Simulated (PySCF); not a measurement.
## Magnetic susceptibility: cyclo-(SiH2)3

Cartesian coordinates in Å; atom numbers follow the order of the lines, from 1:
```xyz
9

Si   -1.135    0.094    0.729
H    -2.144   -0.950    0.933
H    -1.611    1.253    1.489
Si   -0.009    0.335   -1.310
H     0.252    1.656   -1.890
H    -0.285   -0.545   -2.450
Si    1.143   -0.426    0.580
H     2.167    0.391    1.238
H     1.622   -1.808    0.681
```

Computed, not measured: PySCF, GIAO PBE0/def2-SVP magnetisability, rotational g tensor and spin-rotation constants, non-relativistic, gas phase. Geometry: GFN2-xTB.

Task: How diamagnetic is it, and how anisotropic?

Result: Isotropic -1112 × 10⁻³⁰ J/T², or -66.9 × 10⁻⁶ cm³/mol; principal values -1281, -1027, -1027 × 10⁻³⁰ J/T², anisotropy 254 × 10⁻³⁰ J/T² (root of half the summed squared differences of the principal values). The susceptibility is in cgs units.

Task: Split it along the inertial axes a, b, c into diamagnetic and paramagnetic parts about the centre of mass, with the quadrupole moment.

Result: 
| axis | χ (10⁻⁶ cm³/mol) | diamagnetic (10⁻⁶ cm³/mol) | paramagnetic (10⁻⁶ cm³/mol) | summed x² of all electrons (Å²) | quadrupole Θ (D Å) |
| --- | --- | --- | --- | --- | --- |
| a | -61.8 | -339.0 | 277.2 | 62.6 | -0.08 |
| b | -61.8 | -339.0 | 277.2 | 62.6 | -0.08 |
| c | -77.1 | -531.1 | 454.0 | 17.3 | +0.15 |

Anisotropies 2χaa − χbb − χcc = +15.3 and 2χbb − χaa − χcc = +15.3 × 10⁻⁶ cm³/mol. Θ is traceless in Buckingham's convention.

Task: And the rotational g tensor?

Result: 
```csv
axis,rotational constant (GHz),g,nuclear part,electronic part
a,5.0507,-0.0376,0.6200,-0.6576
b,5.0477,-0.0376,0.6197,-0.6572
c,2.7508,-0.0008,0.5858,-0.5867
```
Oblate top; isotopes 1H, 28Si; no vibrational averaging.
